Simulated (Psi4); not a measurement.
# A workflow on C2H6O (ethanol)

Aim: the energy (r2SCAN-D4/def2-TZVPP), then a single-point energy (wB97M-V/def2-TZVPP) of C2H6O (ethanol). 

The calculation is run with Psi4 1.11.

## 1. Starting point

C2H6O has 9 atoms, charge 0, and is taken as a singlet. As SMILES, `CCO`.

Bond lengths: C1–C2 1.513 Å, C2–O3 1.413 Å, C1–H4 1.093 Å, C1–H5 1.092 Å, C1–H6 1.094 Å, C2–H7 1.092 Å, C2–H8 1.099 Å, O3–H9 0.960 Å. Some angles: C1–C2–O3 112.9°, C1–C2–H7 110.2°, C1–C2–H8 110.2°, O3–C2–H7 105.5°, O3–C2–H8 110.8°, C2–C1–H4 110.9°, C2–C1–H5 110.6°, C2–C1–H6 111.1°, C2–O3–H9 108.3°, H7–C2–H8 106.9°.

## 2. The energy at r2SCAN-D4/def2-TZVPP (density fitting) (run 5)

The input, c2h6o.inp:

```
memory 3300 MB

molecule mol {
  0 1
  C     -1.00790433     1.12814760    -0.88133047
  C      0.59422438    -1.08640355    -0.04017558
  O      2.27842389    -0.46173568     1.93481499
  H     -2.21870855     0.59879752    -2.46909726
  H      0.18470183     2.70752400    -1.46493459
  H     -2.23652866     1.78010311     0.64936659
  H      1.78567780    -1.73611029    -1.59579812
  H     -0.61933884    -2.68312764     0.50081522
  H      1.30559288     0.14471523     3.34201845
  units bohr
  symmetry c1
}

set basis def2-TZVPP
set reference rks
set scf_type df
set dft_radial_points 99
set dft_spherical_points 590

energy_value, wavefunction = energy("r2scan-d4", return_wfn=True)
print_variables()
```

On the command line:

```sh
$ psi4 -n 2 c2h6o.inp c2h6o.out
```

c2h6o.out:

```text
[...]
  Running in c1 symmetry.
[...]
  Nuclear repulsion =   81.964654788814755
[...]
  Multiplicity = 1
[...]
  Nalpha       = 13
  Nbeta        = 13
[...]
    Number of basis functions: 177
[...]
   @DF-RKS iter   1:  -154.59841429284074   -1.55733e-01   5.34757e-03 DIIS/ADIIS
[...]
   @DF-RKS iter   9:  -155.01483681793758   -2.29488e-08   2.56558e-07 DIIS
[...]
    Orbital Energies [Eh]
    ---------------------
    Doubly Occupied:
       1A    -18.947696     2A    -10.077166     3A    -10.025870
       4A     -0.984830     5A     -0.715228     6A     -0.592040
       7A     -0.470690     8A     -0.422621     9A     -0.402340
      10A     -0.351206    11A     -0.340436    12A     -0.293474
      13A     -0.239042
[...]
  @DF-RKS Final Energy:  -155.01483681793758
   => Energetics <=
    Nuclear Repulsion Energy =             81.9646547888147552
    One-Electron Energy =                -372.1342812705975689
    Two-Electron Energy =                 156.7828006164854742
    DFT Exchange-Correlation Energy =     -21.6271117261455608
    Empirical Dispersion Energy =          -0.0008992264946761
    VV10 Nonlocal Energy =                  0.0000000000000000
    Total Energy =                       -155.0148368179375780
[...]
 Multipole Moments:
 ------------------------------------------------------------------------------------
     Multipole            Electronic (a.u.)      Nuclear  (a.u.)        Total (a.u.)
 ------------------------------------------------------------------------------------
 L = 1.  Multiply by 2.5417464519 to convert [e a0] to [Debye]
 Dipole X            :          2.1781514           -2.8059872           -0.6278357
 Dipole Y            :         -0.7019309            0.7941069            0.0921761
 Dipole Z            :          1.7399578           -1.7290671            0.0108907
 Magnitude           :                                                    0.6346596
[...]
```

It took 61 s on 2 threads of AMD EPYC 7R43 (Zen 3), shared host; peak memory 2.1 GiB.

## 3. A single-point energy at wB97M-V/def2-TZVPP (density fitting) (run 8)

The input, calc.inp:

```
memory 3300 mb

molecule {
  0 1
  C
  C 1 R2
  O 2 R3 1 A3
  H 1 R4 2 A4 3 D4
  H 1 R5 4 A5 2 D5
  H 1 R6 5 A6 4 D6
  H 2 R7 3 A7 1 D7
  H 2 R8 7 A8 3 D8
  H 3 R9 2 A9 7 D9

  R2 = 1.513354
  R3 = 1.412747
  A3 = 112.94319
  R4 = 1.09314
  A4 = 110.85505
  D4 = 177.23796
  R5 = 1.091868
  A5 = 108.51393
  D5 = 121.66482
  R6 = 1.094463
  A6 = 108.14388
  D6 = -116.37601
  R7 = 1.09242
  A7 = 105.48622
  D7 = 120.4299
  R8 = 1.099229
  A8 = 106.94872
  D8 = -118.057
  R9 = 0.960483
  A9 = 108.27641
  D9 = 179.21233
  symmetry c1
}

set {
  scf_type df
  dft_radial_points 99
  dft_spherical_points 590
  dft_vv10_postscf true
}

e, wfn = energy("wb97m-v/def2-TZVPP", return_wfn=True)
print_variables()
```

On the command line:

```sh
$ psi4 -i calc.inp -o calc.out -n 2
```

calc.out:

```text
[...]
  Running in c1 symmetry.
[...]
  Nuclear repulsion =   81.964651641815308
[...]
  Multiplicity = 1
[...]
  Nalpha       = 13
  Nbeta        = 13
[...]
    Number of basis functions: 177
[...]
   @DF-RKS iter   1:  -154.92198028311242   -3.85763e-01   3.83781e-03 ADIIS/DIIS
[...]
   @DF-RKS iter   8:  -155.13153911675295   -9.90398e-08   4.38338e-07 DIIS
[...]
    Orbital Energies [Eh]
    ---------------------
    Doubly Occupied:
       1A    -19.328878     2A    -10.388826     3A    -10.336715
       4A     -1.151468     5A     -0.872882     6A     -0.743539
       7A     -0.614827     8A     -0.563944     9A     -0.544881
      10A     -0.487243    11A     -0.474952    12A     -0.429336
      13A     -0.381090
[...]
  @DF-RKS Final Energy:  -155.02780497034033
   => Energetics <=
    Nuclear Repulsion Energy =             81.9646516418153084
    One-Electron Energy =                -372.0232188248780290
    Two-Electron Energy =                 150.1001474407862020
    DFT Exchange-Correlation Energy =     -15.1730470400287736
    Empirical Dispersion Energy =           0.0000000000000000
    VV10 Nonlocal Energy =                  0.1036618119649619
    Total Energy =                       -155.0278049703403269
[...]
 Multipole Moments:
 ------------------------------------------------------------------------------------
     Multipole            Electronic (a.u.)      Nuclear  (a.u.)        Total (a.u.)
 ------------------------------------------------------------------------------------
 L = 1.  Multiply by 2.5417464519 to convert [e a0] to [Debye]
 Dipole X            :         -0.1652285            0.5944946            0.4292660
 Dipole Y            :         -1.7332023            1.9684729            0.2352706
 Dipole Z            :          2.2663007           -2.6954653           -0.4291646
 Magnitude           :                                                    0.6510022
[...]
```

It took 80 s on 2 threads of AMD EPYC 7R43 (Zen 3), shared host; peak memory 2.3 GiB.

## 4. Summary of results

| quantity | value |
| --- | --- |
| run 5, r2SCAN-D4/def2-TZVPP: total energy | -155.01484 Eh |
| run 5, r2SCAN-D4/def2-TZVPP: dipole moment | 1.61 D |
| run 5, r2SCAN-D4/def2-TZVPP: HOMO energy | -6.50 eV |
| run 5, r2SCAN-D4/def2-TZVPP: LUMO energy | 1.02 eV |
| run 5, r2SCAN-D4/def2-TZVPP: HOMO–LUMO gap | 7.53 eV |
| run 5, r2SCAN-D4/def2-TZVPP: dispersion energy | -2.36 kJ/mol |
| run 8, wB97M-V/def2-TZVPP: total energy | -155.02780 Eh |
| run 8, wB97M-V/def2-TZVPP: dipole moment | 1.65 D |
| run 8, wB97M-V/def2-TZVPP: HOMO energy | -10.37 eV |
| run 8, wB97M-V/def2-TZVPP: LUMO energy | 2.44 eV |
| run 8, wB97M-V/def2-TZVPP: HOMO–LUMO gap | 12.81 eV |
